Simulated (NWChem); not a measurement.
# Total energies of propyne (C3H4)

```xyz
7

C      1.2234    -0.1960     0.0000
C     -0.2116     0.0353     0.0000
C     -1.4074     0.2252     0.0000
H      1.4491    -1.2737     0.0000
H      1.6966     0.2476     0.8898
H      1.6966     0.2476    -0.8898
H     -2.4686     0.3908     0.0000
```
Charge 0, spin multiplicity 1.

Program: NWChem. Structure: optimised with PBE0/def2-SVP, a minimum by its harmonic frequencies.

Basis set: 3-21G (35 functions).

```json
[
 {"method": "RHF", "total energy (Ha)": "-115.22319"},
 {"method": "MP2", "total energy (Ha)": "-115.49544"},
 {"method": "B2PLYP", "total energy (Ha)": "-115.83993"},
 {"method": "PBE", "total energy (Ha)": "-115.85127"},
 {"method": "B3LYP", "total energy (Ha)": "-116.01916"},
 {"method": "LC-wPBE (omega 0.3 per bohr)", "total energy (Ha)": "-115.90219"},
 {"method": "CCSD(T)", "total energy (Ha)": "-115.52994"}
]
```

Total energies of different functionals aren't comparable as a measure of quality: only differences taken within one method are. 

The correlated methods keep 3 core orbitals frozen. B3LYP has NWChem's definition, with VWN1-RPA local correlation. Coupled-cluster values serve here as a point of comparison, not as the truth.
